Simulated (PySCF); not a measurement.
Species: HCl.
Numbering: `[ClH:1]` (hydrogens: H2 on Cl1)

Structure used (PBE0-D3(BJ)/def2-TZVP), in Å, numbered top down from 1:
```
atom  x, y, z in Å
Cl1    0.6480   -0.0281    0.0011
H2    -0.6305   -0.0008   -0.0132
```

Method used: TDDFT CAM-B3LYP/aug-cc-pVTZ, vertical, gas phase, core orbitals frozen in the response (PySCF). Geometry: PBE0-D3(BJ)/def2-TZVP; no solvent, vibrations or thermal averaging.

Broadening: Gaussians 0.5 eV wide at half height, area fixed by f = 4.319×10⁻⁹ ∫ε dν̃. The width is an assumption, not a result. The curve ends short of the highest state used, and states not computed would add to its high-energy end.

| E (eV) | ε (L mol⁻¹ cm⁻¹) |
| --- | --- |
| 6.74 | 6 |
| 6.84 | 28 |
| 6.93 | 93 |
| 7.02 | 262 |
| 7.11 | 616 |
| 7.21 | 1288 |
| 7.30 | 2070 |
| 7.39 | 2780 |
| 7.48 | 3119 |
| 7.57 | 2925 |
| 7.67 | 2205 |
| 7.76 | 1415 |
| 7.85 | 758 |
| 7.94 | 340 |
| 8.04 | 113 |
| 8.13 | 35 |
| 8.22 | 9 |
| 8.31 | 2 |
| 8.41 | 0 |
| 8.50 | 1 |
| 8.59 | 6 |
| 8.68 | 26 |
| 8.78 | 114 |
| 8.87 | 354 |
| 8.96 | 921 |
| 9.05 | 2003 |
| 9.15 | 3846 |
| 9.24 | 5725 |
| 9.33 | 7125 |
| 9.42 | 7426 |
| 9.52 | 6345 |
| 9.61 | 4645 |
| 9.70 | 2983 |
| 9.79 | 1793 |
| 9.89 | 1057 |
| 9.98 | 719 |

(1) Locate the maxima and give the states behind the curve.

(2) Coming from long wavelengths, where does ε first pass 100 L mol⁻¹ cm⁻¹?

Results:

(1) 165 nm (7.49 eV), ε about 3100, made up of S1 (50%) and S2 (50%); 132 nm (9.40 eV), ε about 7500, made up of S3 (50%) and S4 (50%) (ε in L mol⁻¹ cm⁻¹; maxima over ε = 5, shares over 10%). The states used: S1 7.49 eV (f 0.029); S2 7.49 eV (f 0.029); S3 9.39 eV (f 0.069); S4 9.39 eV (f 0.069); S5 9.91 eV (f 0.0053); S6 9.91 eV (f 0.0053); S7 10.11 eV (f 0.0000); S8 10.11 eV (f 0.0000); S9 10.14 eV (f 0.0000); S10 10.58 eV (f 0.015).

(2) At about 179 nm (6.94 eV), 0.56 eV below S1.
